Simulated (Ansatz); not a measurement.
# AlClHS radical (SMILES [SH][Al][Cl]): single points off equilibrium

An exercise on one series of results from a longer session: the logs are not shown, and one member is left open.

Computed with Ansatz 0.2.0, Gaussian basis. Level: single points in def2-TZVPP.

Correlated methods freeze the cores. Orbitals are unrestricted.

**Starting geometry**

SMILES `[SH][Al][Cl]`, 4 atoms, charge 0, spin multiplicity 2.

Atoms are counted from 1 here; the program's logs count them from 0.

Bond lengths: S1–Al2 2.324 Å, S1–H4 1.258 Å, Al2–Cl3 2.004 Å. Angles: Al2–S1–H4 87.0°, S1–Al2–Cl3 125.8°.

Geometry (Å):

```xyz
4
charge 0, multiplicity 2
S     0.0078    1.2271   -0.9466
Al   -0.7396   -0.6993    0.1162
Cl    0.3965   -2.2652    0.6382
H     0.3113    1.6590    0.1957
```

The first run:

Contents of run/in.yaml:

```yaml
crystal:
  periodic: [false, false, false]
  atoms:
    - {symbol: S, position_ang: [0.007800, 1.227100, -0.946600]}
    - {symbol: Al, position_ang: [-0.739600, -0.699300, 0.116200]}
    - {symbol: Cl, position_ang: [0.396500, -2.265200, 0.638200]}
    - {symbol: H, position_ang: [0.311300, 1.659000, 0.195700]}
basis:
  gaussian: {orbitals: def2-TZVPP}
magnetization: {spin_polarized: true, initial_magnetization: 1}
correlation: {method: ccsd_t}
scf: {omitted_lower_state_checks: [cluster_reference]}
output: {forces: true}
```

No record of the launch command was kept for these runs.

Steps of the session up to this table: CCSD(T)/def2-TZVPP; PBE0-D4/def2-TZVPP; wB97M-V/def2-TZVPP; r2SCAN-D4/def2-TZVPP; PBE-D4/def2-TZVPP; wB97X-V/def2-TZVPP; SPW92/def2-TZVPP.

One table of the session follows, with a row left open; its other results are not shown here.

```
   method  RMS force component (eV/Å)  angle to CCSD(T) forces (°)  dipole (D)
  CCSD(T)                       1.533                    reference        1.05
  PBE0-D4                       1.528                          2.5        1.08
  wB97M-V                       1.512                          0.6        1.22
r2SCAN-D4                       1.531                          1.9        1.08
   PBE-D4                       1.631                          4.4        0.98
  wB97X-V                       1.525                          2.3        1.13
    SPW92                           ?                            ?           ?
```

**Question.** Estimate the row for SPW92.

The run gave: RMS force component (eV/Å): 1.585; angle to CCSD(T) forces (°): 6.8; dipole (D): 1.01. In the column «RMS force component (eV/Å)» it lies between CCSD(T) (1.533) and PBE-D4 (1.631).
